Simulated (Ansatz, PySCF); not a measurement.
This Ansatz (a quantum-chemistry and plane-wave program) input computes a PBE/def2-TZVPD energy:

Ansatz 0.2 input:
```yaml
crystal:
  periodic: [false, false, false]
  atoms:
    - {symbol: O, position_ang: [-0.00000000, -0.00000000, -0.10852476]}
    - {symbol: H, position_ang: [0.00000000, 0.00000000, 0.86819804]}
basis:
  gaussian:
    orbitals: def2-TZVPD
hamiltonian:
  xc: {name: PBE}
magnetization: {spin_polarized: true, initial_magnetization: 1}
output: {forces: true}
```

Q: Write an input for the same energy in PySCF and say what it gives.

A: 
```python
from pyscf import gto, scf, dft

mol = gto.M(
    atom='''
    O    -0.00000000   -0.00000000   -0.10852476
    H     0.00000000    0.00000000    0.86819804
    ''',
    basis='def2-tzvpd',
    charge=0,
    spin=1,
    symmetry='C2v',
    verbose=4,
)

mf = dft.UKS(mol, xc='pbe').density_fit(auxbasis='def2-universal-jkfit')
mf.grids.level = 3
mf.conv_tol = 1e-9
mf.max_cycle = 100
mf.max_memory = 1500
mf.kernel()
if not mf.converged:
    mf = mf.newton()
    mf.kernel(mf.make_rdm1())
mf.analyze()
```
It gives -75.68447 Eh, and Ansatz -75.68445 Eh, a difference of 0.02 mEh, from the treatment of integrals and grids.
